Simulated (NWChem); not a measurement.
Species: methylamine (CH5N); SMILES CN

```xyz
7

C     -0.0088    -0.6958     0.0000
N     -0.0944     0.7480     0.0000
H     -0.5301    -1.1014    -0.8817
H     -0.5301    -1.1014     0.8817
H      1.0146    -1.1279     0.0000
H      0.3796     1.1347    -0.8133
H      0.3796     1.1347     0.8133
```
Atoms are numbered in this order, from 1.

The geometry was optimised at PBE0/def2-SVP.

Symmetry labels are those of Cs in the frame above (b1 and b2, or b-type labels, depend on it). States above −ε(HOMO) = 6.6 eV lie in this functional's continuum and hang on the basis.

Task: List the 4 lowest vertical singlet excitations from B3LYP/def2-SVPD, TDA (NWChem).

Result: 
```
state  energy (eV)  oscillator strength  symmetry  leading excitation (squared amplitude)
-----  -----------  -------------------  --------  --------------------------------------
S1            5.98                0.006        a'                      HOMO → LUMO (0.98)
S2            7.05                0.042        a'                    HOMO → LUMO+1 (0.98)
S3            7.67                0.010        a"                    HOMO → LUMO+2 (0.99)
S4            8.38                0.097        a'                    HOMO → LUMO+3 (0.99)
```
